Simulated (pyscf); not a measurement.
## Hydrogen abstraction: H₃Si–SiH•–SiH₃ (SMILES [SiH3][SiH][SiH3]) + H₂ (SMILES [H][H]) -> H₃Si–SiH₂–SiH₃ (SMILES [SiH3][SiH2][SiH3]) + H• (SMILES [H])

Gas phase, doublet surface, charge 0. Bonds broken: H3–H4. Bonds formed: Si1–H4. Optimised with ωB97X-D3(BJ)/def2-SVP in PySCF.

Transition state (Å):

```xyz
12

Si    -0.2167     0.0391    -0.4243
Si     1.7068     1.3555    -0.3124
H     -1.7136     0.7325    -2.7942
H     -1.0263     0.4420    -1.6912
H      0.1359    -1.4080    -0.5480
H      1.3080     2.7900    -0.2052
H      2.4972     0.9870     0.8998
H      2.5592     1.1738    -1.5232
Si    -1.5389     0.4128     1.4619
H     -2.8003    -0.3817     1.4057
H     -0.7789     0.0345     2.6903
H     -1.8778     1.8646     1.5376
```

One imaginary mode, 819i cm⁻¹; descent along it reached the two sides named.

```json
[
 {"bond": "H3–H4", "change": "breaks", "reactant side (Å)": "0.762", "saddle": "1.332", "product side": "3.2"},
 {"bond": "Si1–H4", "change": "forms", "reactant side (Å)": "3.2", "saddle": "1.557", "product side": "1.494"}
]
```

Electronic energies relative to the separated reactants (kcal/mol):

| level | barrier | reaction energy | reverse barrier |
|---|---|---|---|
| ωB97X-D3(BJ)/def2-TZVP | 21.3 | +17.7 | 3.6 |
| PBE/def2-TZVP | 19.1 | +19.5 | -0.4 |
| r²SCAN/def2-TZVP | 19.5 | +21.3 | -1.8 |
| B3LYP-D3(BJ)/def2-TZVP | 20.1 | +20.7 | -0.7 |
| PBE0-D3(BJ)/def2-TZVP | 19.0 | +18.1 | 0.9 |
| M06-2X/def2-TZVP | 24.1 | +20.0 | 4.1 |
| ωB97M-D3(BJ)/def2-TZVP | 21.1 | +17.5 | 3.6 |
| HF/def2-TZVP | 22.7 | +12.5 | 10.1 |

With ωB97M-D3(BJ)/def2-TZVP energies and thermal terms (ideal gas, 1 atm, RRHO with modes under 100 cm⁻¹ raised to 100, one conformer, R ln 2 for chiral ones without a mode under 150 cm⁻¹), in kcal/mol:

| T (K) | ΔH‡ | ΔG‡ | ΔH | ΔG |
|---|---|---|---|---|
| 298 | 18.6 | 26.0 | +16.3 | +18.0 |
| 600 | 18.4 | 33.7 | +16.4 | +19.8 |
| 900 | 18.8 | 41.3 | +16.9 | +21.4 |
| 1200 | 19.3 | 48.7 | +17.6 | +22.8 |

At PBE, r²SCAN, B3LYP-D3(BJ) this geometry lies under the product side: in single points on another level's saddle the reverse barrier vanishes, and the forward threshold there is about the reaction energy. This is the saddle that the search found; another between the same sides may lie lower. The angle at the transferred H is 178°.
